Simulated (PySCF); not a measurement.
Oxygen: a sound run and one with changed settings

Sound run: O [He] 2s2 2p4, O⁺ [He] 2s2 2p3. Computed with PySCF 2.14 in aug-cc-pVDZ (4s3p2d, 23 functions), with no relativity, point nucleus. In the sound run the correlated levels freeze 1s2. The sound run starts from symmetry-adapted Hartree-Fock orbitals and uses a fine grid where one is needed.

Changed run: all electrons correlated in a basis built for the valence shell.

```csv
species,method,sound run (hartree),changed run (hartree),converged
O,MP2,-74.90697,-74.90883,yes
O,CCSD(T),-74.92565,-74.92737,yes
O⁺,MP2,-74.42573,-74.42743,yes
O⁺,CCSD(T),-74.44248,-74.44406,yes
```

Ionisation energy of O:

```tsv
method	sound run (eV)	changed run (eV)
UHF	12.057	12.057
MP2	13.095	13.100
SCS-MP2	13.115	13.116
CCSD	13.120	13.123
CCSD(T)	13.148	13.152
```

A valence basis has no tight correlating functions, so it recovers only part of the core correlation, and not evenly between atom and ion.

For comparison, NIST gives 13.618 eV between the lowest levels.
